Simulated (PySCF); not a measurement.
## How methods differ on the ionisation energy of Ar

Ar [Ar] (1S) → Ar⁺ [Ne] 3s2 3p5 (2P), as a difference of total energies. Calculation: PySCF 2.14, in def2-TZVP (5s5p2d1f, 37 functions); no relativity, point nucleus. Correlated levels: valence: [Ne] frozen. The calculations carry no spin-orbit coupling.

Order these methods by the ionisation energy they give, lowest first.
A. r2SCAN
B. CCSD(T) (valence)
C. SCS-MP2 (valence)
D. UHF

D (14.573 eV), B (15.538 eV), C (15.578 eV), A (15.779 eV).

Errors of the correlated levels include the incompleteness of this basis and the frozen core.

For comparison: 15.819 eV (measured; NIST levels, between the centres of gravity of the two terms).
